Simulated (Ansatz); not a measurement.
**ClF (singlet): from Hartree-Fock to the top rungs, cc-pV(T+d)Z**

The task here is to estimate one member of a computed series from the others.

Computed with Ansatz 0.2.0, Gaussian basis. Level: cc-pV(T+d)Z, core rule «outside noble gas», up to 6 orbitals frozen.

The runs, in order: UHF; CCSD(T) on RHF; CCSDT(Q) on RHF; CCSDTQ on RHF.

## The geometry

The geometry is an MP2(full)/6-31G* stationary point (not a proven minimum).

2 atoms, charge 0, spin multiplicity 1.

Atoms are counted from 1 here; the program's logs count them from 0.

Bond lengths: F1–Cl2 1.659 Å.

The first run:

Contents of in.yaml:

```yaml
crystal:
  periodic: [false, false, false]
  atoms:
    - {symbol: F, position_ang: [0.000000, 0.000000, 0.000000]}
    - {symbol: Cl, position_ang: [0.000000, 0.000000, 1.659096]}
basis:
  gaussian: {orbitals: "cc-pV(T+d)Z.json"}
magnetization: {spin_polarized: true, initial_magnetization: 0}
hamiltonian: {xc: hf}
output: {orbitals: {seedname: orbitals}}
```

Command:

```sh
> ansatz run in.yaml --threads 1 --pin off --events-out ev --progress --plain --max-ram 3956MiB --backend cpu
```

Steps of the session up to this table: UHF; CCSD(T) on RHF; CCSDT(Q) on RHF; CCSDTQ on RHF.

One table of the session follows, with a row left open; its other results are not shown here.

| method | from RCCSDTQ (kJ/mol) |
| --- | --- |
| RHF | +1270.4 |
| RMP2 | ? |
| RCCSD | +48.7 |
| RCCSD(T) | +3.9 |
| RCCSDT | +2.5 |
| RCCSDT(Q) | -0.2 |
| RCCSDTQ | 0 |

**Question.** Estimate the row for RMP2.

The run gave: from RCCSDTQ (kJ/mol): +96.1. In the column «from RCCSDTQ (kJ/mol)» it lies between RCCSD (+48.7) and RHF (+1270.4).
